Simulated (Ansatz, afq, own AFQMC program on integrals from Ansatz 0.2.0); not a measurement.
## Where AFQMC and coupled cluster stand for BSiH₃, singlet

```yaml
atoms:
  - { symbol: Si, position_ang: [-0.5716, -0.0049, 0.0005] }
  - { symbol: B, position_ang: [1.8038, 0.0156, -0.0015] }
  - { symbol: H, position_ang: [-1.1535, 1.5545, 0.0033] }
  - { symbol: H, position_ang: [-1.1321, -0.7940, 1.3546] }
  - { symbol: H, position_ang: [-1.1344, -0.7900, -1.3550] }
```

Connectivity, by distances: SiH3–B.

Basis cc-pVDZ. Noble-gas cores (and the filled d shells of Ga–Kr and In–Xe) are frozen. Integrals, coupled cluster, full CI and functionals: Ansatz 0.2.0; the random walks run on the same integrals in our own AFQMC program. ph-AFQMC/CISD is guided by a CISD state made of CCSD amplitudes; releasing the constraint for a short imaginary time cuts its bias at the price of noise, slowly where states lie close. ± is one standard error of the sampling.

Determinant: RHF, the one that the program's search chose, which needn't be the lowest solution. The geometry is a point of a scan.

No full CI on the walks' own integrals is used here; CCSDT(Q) serves as the reference and is uncertain by about the last step of the cluster series.

Cautions: higher spins were not checked; restricted determinant unstable towards unrestricted (UHF 196 meV lower, ⟨S²⟩ 0.53).

```
T1 diagnostic                               : 0.0172
weight of the determinant in the CISD state : 0.838
size of the correlated space                : 10 electrons in 41 orbitals
```

Reference: CCSDT(Q), correlation energy -5.991 eV. The released energy is read at 2.40 1/Eh (meV from the phaseless value at times in 1/Eh: 1 ± 11 at 0.24, -8 ± 10 at 0.51, -13 ± 13 at 0.99, -8 ± 16 at 1.62, -32 ± 20 at 2.40).

```tsv
level	E − E(reference) (kcal/mol)	share of correlation (%)
HF	138.16	0.00
MP2	37.63	72.76
CCSD	4.94	96.43
CCSD(T)	1.12	99.19
CCSDT	0.20	99.85
ph-AFQMC/HF	1.48 ± 0.70	98.93
ph-AFQMC/CISD	0.34 ± 0.34	99.75
released AFQMC	-0.39 ± 0.47	100.28
```

A walk keeps the symmetry of its determinant, which the program's search chose and which needn't be the lowest solution, so a lower state of the same spin and another symmetry isn't excluded. Released energies are given only where the last usable release times agree within the noise; a slower fall can still hide under it.
